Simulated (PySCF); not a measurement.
Functional dependence of a UV spectrum

Species: (Z)-2-butenenitrile, C₄H₅N.
SMILES: `C/C=C\C#N`

Linear-response calculations in the def2-SVPD basis (PySCF; singlets by full response, triplets Tamm–Dancoff, core orbitals frozen in the response; HF means time-dependent Hartree–Fock). 'Strongest' is the level of largest summed f among the singlets computed (10 roots, of which the last may lack a degenerate partner); it can jump between rows when another state enters that window. S1 is the lowest singlet of each run and needn't be the same state throughout; f(S1) is that of one state. Geometry: PBE0-D3(BJ)/def2-SVP; no solvent, vibrations or thermal averaging.

```csv
functional,kind,S1 (eV),f(S1),strongest (eV),T1 (eV),HOMO (eV),gap (eV),"ionisation energy, ΔSCF (eV)"
LDA,LDA,5.88,0.016,5.92,3.87,-7.06,4.44,10.25
PBE,GGA,5.89,0.013,5.92,3.68,-6.88,4.49,10.01
B3LYP,"global hybrid, 20% exact exchange",6.08,0.350,6.08,3.69,-7.77,6.11,10.11
BHandHLYP,"global hybrid, 50% exact exchange",6.27,0.363,6.27,3.60,-8.94,8.60,10.01
CAM-B3LYP,range-separated hybrid,6.24,0.368,6.24,3.69,-9.27,8.97,10.21
wB97X-D,range-separated hybrid,6.25,0.374,6.25,3.77,-9.79,10.14,10.16
LC-wPBE,range-separated hybrid,6.43,0.386,6.43,3.61,-10.62,11.45,10.33
HF,Hartree–Fock,6.34,0.343,6.34,3.21,-10.38,12.78,not settled
```

Problem. What does PBE0 (global hybrid, 25% exact exchange) give?

Solution. S1 (eV) 6.17, f(S1) 0.360, strongest (eV) 6.17, T1 (eV) 3.63, HOMO (eV) -7.98, gap (eV) 6.55, ionisation energy, ΔSCF (eV) 10.11. S1 runs from 5.88 eV (LDA) to 6.43 eV (LC-wPBE), a spread of 0.55 eV, while the orbital gap spreads over 8.3 eV. Along PBE (0%), B3LYP (20%), PBE0 (25%), BHandHLYP (50%), HF (100%) S1 rises with the share of exact exchange. −ε(HOMO) comes closest to its own ΔSCF ionisation energy with LC-wPBE (+0.29 eV) and misses most with LDA (-3.19 eV). 'Not settled' means that the ion's SCF failed to converge or may have ended in another state than the lowest.
